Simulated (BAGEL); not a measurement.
**One shape, several levels: doublet AlH2F+**

We compute a comparison of 3 runs (NEVPT2(11,10)/6-31G*, CASPT2(11,10)/def2-TZVPP, NEVPT2(11,10)/def2-TZVPP) of doublet AlH2F+. 

The results are computed with BAGEL 1.2.2.

5 further runs of the same task are left out: 2 that didn't finish, 3 set aside as unsound or not needed. Runs told in other sessions of the task aren't counted.

## (1) The molecule

The species is AlH2F+ (4 atoms), meant as a doublet with charge +1. SMILES of the parent species: `[H][Al]([H])[F]`. Geometry: a GFN2-xTB relaxation, a rough one for these elements and not checked as a minimum. That shape belongs to the parent species and isn't relaxed for this state.

Bond lengths: Al1–F4 1.642 Å, Al1–H2 1.528 Å, Al1–H3 1.528 Å. Angles: H2–Al1–F4 119.2°, H3–Al1–F4 119.2°, H2–Al1–H3 121.7°.

## (2) A single-point energy at NEVPT2(11,10)/6-31G(d) (density fitting with cc-pvqz-jkfit, spherical functions) (run 1)

The input, nevpt2.json:

```json
{ "bagel": [

{
  "title": "molecule",
  "basis": "6-31gs.json",
  "df_basis": "cc-pvqz-jkfit",
  "angstrom": true,
  "geometry": [
    { "atom": "Al", "xyz": [    0.019600,    0.032680,    0.000940 ] },
    { "atom": "H", "xyz": [    1.546910,   -0.017870,    0.014080 ] },
    { "atom": "H", "xyz": [   -0.738990,    1.358820,   -0.019420 ] },
    { "atom": "F", "xyz": [   -0.827520,   -1.373630,    0.004400 ] }
  ]
},
{
  "title": "hf",
  "charge": 2
},
{
  "title": "casscf",
  "nstate": 1,
  "nact": 10,
  "nclosed": 6,
  "charge": 1,
  "nspin": 1,
  "maxiter": 200,
  "natocc": true
},
{
  "title": "nevpt2",
  "nstate": 1,
  "nact": 10,
  "nclosed": 6,
  "charge": 1,
  "nspin": 1,
  "maxiter": 200,
  "natocc": true,
  "ncore": 6
},
{
  "title": "print",
  "file": "orbitals.molden",
  "orbitals": true
}

]}
```

The basis set 6-31G* is read from a file made from the Basis Set Exchange's data (not shown).

Run with:

```bash
$ BAGEL_NUM_THREADS=1 BAGEL nevpt2.json > nevpt2.out
```

What it wrote:

```text
* using 1 threads per process

  ===============================================================
  ===============================================================

  *** Geometry ***

  { "atom" : "Al", "xyz" : [      0.037039,      0.061756,      0.001776 ] },
  { "atom" : "H", "xyz" : [      2.923236,     -0.033769,      0.026607 ] },
  { "atom" : "H", "xyz" : [     -1.396489,      2.567798,     -0.036698 ] },
  { "atom" : "F", "xyz" : [     -1.563786,     -2.595784,      0.008315 ] },

[... 23 lines left out ...]
    * SCF iteration converged.
[... 1 line left out ...]
    * Permanent dipole moment:
[... 22 lines left out ...]
    * Second-order optimization converged. *
[... 13 lines left out ...]
     * ci vector, state   0, <S^2> = 0.7500
[... 8 lines left out ...]
    * METHOD: CASSCF                             108.76

    * freezing 6 orbitals

  === DF-NEVPT2 calculation ===

    * 3-index integral transformation done
    * assembly done

      NEVPT2 correlation energy:   -0.0898350624      0.11

          (+0)      0.0000000000
          (+0)'     0.0000000000
          (+1)      0.0000000000
          (+1)'     0.0000000000
          (+2)      0.0000000000
          (-1)      0.0000000000
          (-1)'    -0.0374446298
          (-2)     -0.0523904326

      NEVPT2 total energy:       -342.3588360075

    * METHOD: NEVPT2                             195.36

    * METHOD: PRINT                                0.00

  ===============================================================
```

Run time: 5.1 min. Hardware: 1 thread of Intel Xeon Platinum 8259CL at 2.50GHz (Skylake/Cascade Lake), shared host; peak memory 4.6 GiB.

## (3) The energy at CASPT2(11,10)/def2-TZVPP (density fitting with cc-pvqz-jkfit) (run 2)

The input, input.json:

```json
{ "bagel": [

{
  "title": "molecule",
  "basis": "tzvpp",
  "df_basis": "cc-pvqz-jkfit",
  "angstrom": true,
  "geometry": [
    { "atom": "Al", "xyz": [    0.019600,    0.032680,    0.000940 ] },
    { "atom": "H", "xyz": [    1.546910,   -0.017870,    0.014080 ] },
    { "atom": "H", "xyz": [   -0.738990,    1.358820,   -0.019420 ] },
    { "atom": "F", "xyz": [   -0.827520,   -1.373630,    0.004400 ] }
  ]
},
{
  "title": "hf",
  "charge": 2
},
{
  "title": "casscf",
  "nstate": 1,
  "nact": 10,
  "nclosed": 6,
  "charge": 1,
  "nspin": 1,
  "maxiter": 200,
  "natocc": true
},
{
  "title": "print",
  "file": "orbitals.molden",
  "orbitals": true
},
{
  "title": "smith",
  "method": "caspt2",
  "ms": true,
  "xms": true,
  "sssr": true,
  "shift": 0.0,
  "ncore": 6
}

]}
```

Run with:

```bash
$ BAGEL_NUM_THREADS=1 BAGEL input.json > input.out
```

What it wrote:

```text
* using 1 threads per process

  ===============================================================
  ===============================================================

  *** Geometry ***

  { "atom" : "Al", "xyz" : [      0.037039,      0.061756,      0.001776 ] },
  { "atom" : "H", "xyz" : [      2.923236,     -0.033769,      0.026607 ] },
  { "atom" : "H", "xyz" : [     -1.396489,      2.567798,     -0.036698 ] },
  { "atom" : "F", "xyz" : [     -1.563786,     -2.595784,      0.008315 ] },

[... 23 lines left out ...]
    * SCF iteration converged.
[... 1 line left out ...]
    * Permanent dipole moment:
[... 22 lines left out ...]
    * Second-order optimization converged. *
[... 11 lines left out ...]
     * ci vector, state   0, <S^2> = 0.7500
[... 22 lines left out ...]
    * Zeroth order energy : state  0      -11.8563052786

    * CASPT2 iteration is performed using redundant basis

      ---- iteration ----

        0    -0.18409577     0.00926391      1.00
        1    -0.18649502     0.00175991      1.00
        2    -0.18666596     0.00034874      1.00
        3    -0.18667438     0.00009419      0.98
        4    -0.18667498     0.00001856      1.03
        5    -0.18667500     0.00000430      1.01
        6    -0.18667500     0.00000091      1.01

      -------------------

    * CASPT2 energy : state  0     -342.5372124303
        reference weight              0.9653308915

    * METHOD: SMITH                               27.55

  ===============================================================
```

Run time: 3.1 min. Hardware: 1 thread of Intel Xeon Platinum 8259CL at 2.50GHz (Skylake/Cascade Lake), shared host; peak memory 6.2 GiB.

## (4) The energy at NEVPT2(11,10)/def2-TZVPP (density fitting with cc-pvqz-jkfit) (run 3)

The input, nevpt2.json:

```json
{ "bagel" : [

{
  "title" : "molecule",
  "basis" : "tzvpp",
  "df_basis" : "cc-pvqz-jkfit",
  "angstrom" : "true",
  "geometry" : [
    { "atom" : "Al", "xyz" : [       0.019600,       0.032680,       0.000940 ] },
    { "atom" : "H", "xyz" : [       1.546910,      -0.017870,       0.014080 ] },
    { "atom" : "H", "xyz" : [      -0.738990,       1.358820,      -0.019420 ] },
    { "atom" : "F", "xyz" : [      -0.827520,      -1.373630,       0.004400 ] }
  ]
},

{ "title" : "hf", "charge" : 2 },

{ "title" : "casscf", "nstate" : 1, "nact" : 10, "nclosed" : 6, "charge" : 1, "nspin" : 1, "maxiter" : 200, "natocc" : "true" },

{
  "title" : "nevpt2",
  "nstate" : 1,
  "nact" : 10,
  "nclosed" : 6,
  "charge" : 1,
  "nspin" : 1,
  "maxiter" : 200,
  "natocc" : "true",
  "ncore" : 6
},

{ "title" : "print", "file" : "orbitals.molden", "orbitals" : "true" }

]}
```

Run with:

```bash
$ BAGEL_NUM_THREADS=1 BAGEL nevpt2.json > nevpt2.out
```

What it wrote:

```text
* using 1 threads per process

  ===============================================================
  ===============================================================

  *** Geometry ***

  { "atom" : "Al", "xyz" : [      0.037039,      0.061756,      0.001776 ] },
  { "atom" : "H", "xyz" : [      2.923236,     -0.033769,      0.026607 ] },
  { "atom" : "H", "xyz" : [     -1.396489,      2.567798,     -0.036698 ] },
  { "atom" : "F", "xyz" : [     -1.563786,     -2.595784,      0.008315 ] },

[... 23 lines left out ...]
    * SCF iteration converged.
[... 1 line left out ...]
    * Permanent dipole moment:
[... 22 lines left out ...]
    * Second-order optimization converged. *
[... 11 lines left out ...]
     * ci vector, state   0, <S^2> = 0.7500
[... 9 lines left out ...]
    * METHOD: CASSCF                             153.97

    * freezing 6 orbitals

  === DF-NEVPT2 calculation ===

    * 3-index integral transformation done
    * assembly done

      NEVPT2 correlation energy:   -0.1683310512      0.49

          (+0)      0.0000000000
          (+0)'     0.0000000000
          (+1)      0.0000000000
          (+1)'     0.0000000000
          (+2)      0.0000000000
          (-1)      0.0000000000
          (-1)'    -0.0508850135
          (-2)     -0.1174460376

      NEVPT2 total energy:       -342.5188684769

    * METHOD: NEVPT2                             185.63

    * METHOD: PRINT                                0.03

  ===============================================================
```

Wall time 5.7 min (1 thread of Intel Xeon Platinum 8259CL at 2.50GHz (Skylake/Cascade Lake), shared host); peak memory 4.6 GiB.

## (5) All runs side by side

| run | level | target root | multistate | energy (Eh) | wall time |
| --- | --- | --- | --- | --- | --- |
| 1 | NEVPT2(11,10)/6-31G* (density fitting with cc-pvqz-jkfit, spherical functions) | 0 | – | -342.358836 | 5.1 min |
| 2 | CASPT2(11,10)/def2-TZVPP (density fitting with cc-pvqz-jkfit) | – | XMS | -342.537212 | 3.1 min |
| 3 | NEVPT2(11,10)/def2-TZVPP (density fitting with cc-pvqz-jkfit) | 0 | – | -342.518868 | 5.7 min |

## (6) Outcome

| quantity | value |
| --- | --- |
| run 3: total energy | -342.51887 Eh |

All runs together took 14 min, the longest 5.7 min.
